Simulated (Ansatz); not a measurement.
Abridged output of a molecular run in Ansatz:

```
Functional definition: HF
  name "HF"
  cite "Fock, Z. Phys. 61, 126 (1930) doi:10.1007/BF01340294"
  parent pbe
  exchange = exact_x
  correlation = 0
1173 factors; integrals over basis functions are off by at most 7.6e-4 eV
mean field evaluation 1: about -16281.2272 eV, gradient 1.6e1 eV
mean field evaluation 2: about -16281.2276 eV, gradient 1.6e1 eV
mean field evaluation 4: about -16282.3344 eV, gradient 1.7e0 eV
mean field evaluation 8: about -16282.3561 eV, gradient 1.2e-1 eV
mean field -16282.35625692 eV, -598.3655558644 hartree, gradient 1.2e-6 eV, S^2 0.000000; 0 other end points of the search recorded, 0 dependent functions left out
6 core orbitals not correlated: weight in the atoms' cores, before any rotation towards them, 1.000 or more for the frozen orbitals, at most 0.000 for the correlated occupied ones
reference -16282.35625692 eV, -598.3655558644 hartree; 9, 9 occupied and 178, 178 virtual orbitals, 1173 factors
second order -12.01995165 eV of doubles, -0.00000000 eV of singles
cycle   1  -12.61489562 eV  change   -5.9e-1 eV  update   6.1e-2
cycle   2  -12.86210502 eV  change   -2.5e-1 eV  update   2.0e-2
cycle   3  -12.88557373 eV  change   -2.3e-2 eV  update   7.8e-3
cycle   4  -12.88109276 eV  change    4.5e-3 eV  update   2.7e-3
cycle   5  -12.88060642 eV  change    4.9e-4 eV  update   1.0e-3
cycle   6  -12.88073368 eV  change   -1.3e-4 eV  update   2.8e-4
cycle   7  -12.88071121 eV  change    2.2e-5 eV  update   7.4e-5
cycle   8  -12.88070938 eV  change    1.8e-6 eV  update   2.6e-5
cycle   9  -12.88071152 eV  change   -2.1e-6 eV  update   8.0e-6
perturbative correction -0.38456288 eV, -0.0141324250 hartree
Total energy: -16295.62153132 eV, -598.8530457069 hartree
```

Its atoms:

```xyz
4

Mg    0.601    0.292   -0.462
S    -0.614   -1.328    0.619
H     1.509    1.475   -1.264
H    -1.496   -0.438    1.107
```

Problem. Which basis set was used?
A. cc-pV(D+d)Z
B. def2-QZVPP
C. def2-TZVPP
D. cc-pV(T+d)Z

Solution. B. It gives 193 functions.

Problem. Write the keys of the input that set method, charge and spin (a neutral closed shell needs none for the last two).

Solution. 
```yaml
correlation: {method: ccsd_t}
```
